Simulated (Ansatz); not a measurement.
We consider fluorite SrCl2, described by BLYP (Ansatz, a quantum-chemistry and plane-wave program, plane waves, PAW).

Run with plane-wave cutoff 520 eV, 8×8×8 k mesh, Fermi–Dirac smearing 0.01 eV, scalar-relativistic PAW data made under PBE.

The cell is scaled about its equilibrium volume:

| V (Å³/atom) | P (GPa) | direct gap at Γ (eV) | smallest gap on the k mesh (eV) |
|---|---|---|---|
| 28.626 | 2.20 | 5.650 | 5.322 |
| 29.236 | 1.38 | 5.557 | 5.238 |
| 29.845 | 0.65 | 5.468 | 5.155 |
| 30.454 | -0.01 | 5.381 | 5.076 |
| 31.063 | -0.59 | 5.297 | 4.999 |
| 31.672 | -1.12 | 5.215 | 4.924 |
| 32.281 | -1.59 | 5.136 | 4.852 |

The fundamental gap (5.08 eV at the equilibrium volume, with added k points) lies elsewhere than Γ–Γ.

Spin–orbit coupling is not included.
